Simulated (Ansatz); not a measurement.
Process, species as SMILES: N#N (N2) + H+ → N#[NH+]
B3LYP-D3(BJ)/def2-TZVP geometries, fixed; electronic energies without zero-point terms; positive where energy is released.

The proton affinity at MP2 with Ansatz (a program for electronic structure), in kcal/mol, split into its Hartree-Fock and correlation parts. Cores are frozen. No added dispersion term, no relativity. Functions are those of the species that has most.

```csv
basis,X,functions,Hartree-Fock,MP2
aug-cc-pVDZ,2,55,118.49,119.84
aug-cc-pVTZ,3,115,121.07,121.52
aug-cc-pVQZ,4,206,121.26,121.44
```

Worked estimate of the basis-set limit from each neighbouring pair, with Hartree-Fock from the larger set and the correlation part extrapolated as X^-3.
Correlation parts: X = 2: 1.35, X = 3: 0.45, X = 4: 0.18.
- (2,3): (27·(0.45) - 8·(1.35))/19 = 0.07; with Hartree-Fock 121.07 the estimate is 121.14 kcal/mol.
- (3,4): (64·(0.18) - 27·(0.45))/37 = -0.02; with Hartree-Fock 121.26 the estimate is 121.24 kcal/mol.
The last two estimates differ by 0.10 kcal/mol; the largest set lies 0.20 from the last. Over the last step Hartree-Fock moves by 0.19 and the correlation part by -0.27.
